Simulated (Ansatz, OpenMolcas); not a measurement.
Strength of the O–H bond: C2H6O → C2H5O + H

Species: C2H6O (ethanol) `CCO`, singlet; C2H5O (ethoxy radical) `CC[O]`, doublet; H atom, doublet. 

Shapes, held fixed at every level: PBE0-D4/def2-TZVP. Flexible molecules stand in one conformer, not always the lowest. Programs: Ansatz 0.2.0, OpenMolcas 26.06. The zero-point and thermal change to 298 K, harmonic and unscaled (5/2 RT less the spin-orbit lowering for atoms, PBE0-D4/def2-TZVP), is -34.6 kJ/mol.

Question: Estimate the reaction enthalpy at 298 K.

Answer: From tabulated heats of formation (Active Thermochemical Tables, tabulated atomic heats), ΔH(298 K) = +441.1 kJ/mol. Nearest: CCSD(T)/CBS estimate (+2.4); farthest: HF/def2-SVP (-151.0). 1 of 8 levels lie within 10 kJ/mol. Electron pairs are made or broken, so correlation matters. Open shells run unrestricted. The CBS estimate extrapolates MP2 from def2-TZVPP and def2-QZVPP and adds CCSD(T) − MP2 in the triple-zeta set, cores frozen.

```tsv
level	kind	ΔH (kJ/mol)	computed − measured
HF/def2-SVP	Hartree–Fock	+290.1	-151.0
B3LYP/6-31G* (Cartesian functions)	global hybrid	+394.6	-46.5
BHLYP-D4/def2-TZVPP	global hybrid	+406.2	-34.9
PBE0-D4/def2-TZVPP	global hybrid	+411.3	-29.8
wB97M-V/def2-TZVPP	range-separated hybrid	+427.0	-14.1
B2PLYP/def2-TZVPP	double hybrid	+424.3	-16.8
MP2/def2-TZVPP	perturbation theory	+451.4	+10.3
CCSD(T)/CBS estimate	coupled cluster or CI	+443.5	+2.4
```
